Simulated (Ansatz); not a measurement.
The cluster Li₂H₃, relaxed as a quartet with UKS PBE0-D4/def2-TZVP in Ansatz, starting from the PBE0-D4/def2-TZVP geometry of the neutral doublet. Force threshold 0.02 eV/Å.

In the quartet geometry the species has come apart into loosely held pieces. In the quartet, H3 and H4 lie 0.75 Å apart (atoms count from 1), so H2 has formed as a molecule. At PBE0-D4/def2-TZVP a doublet of charge 0 lies 3.24 eV below the quartet, each at its own geometry. The structure comes from a short search, and lower isomers may exist.

Start:

```
atom   x (Å)   y (Å)   z (Å)
 Li1   1.054  -2.249   0.300
 Li2  -0.664  -0.339   0.224
  H3  -1.044   1.648  -0.114
  H4  -0.315   1.542  -0.285
  H5   0.968  -0.603  -0.124
```

(1) Estimate the energy that the relaxation releases and the steps that it takes.

(2) Does the start keep its bonding?

(3) Predict the relaxed structure.

Answers

(1) 41.1 kcal/mol, in 27 steps; 11 s on 4 threads of Arm Neoverse V1 on a shared host. The force fell under the threshold at step 20, but the optimiser went on and released 0.002 eV more. No frequencies were taken in this run, so the end may be a saddle point.

(2) Bonds lost: Li1–H5, Li2–H5 (atoms count from 1). Metal–metal contacts that move far: Li1–Li2 2.57 to 3.70 Å. The end holds 4 separate pieces.

(3) 
```
atom    x (Å)    y (Å)    z (Å)
 Li1   1.1492  -3.3782   0.8609
 Li2  -1.8162  -1.2277   0.3167
  H3  -0.7448   1.9986  -0.1320
  H4  -0.2011   2.4979  -0.2476
  H5   1.6129   0.1094  -0.7979
```
Bond lengths (bridged metal pairs left out): .
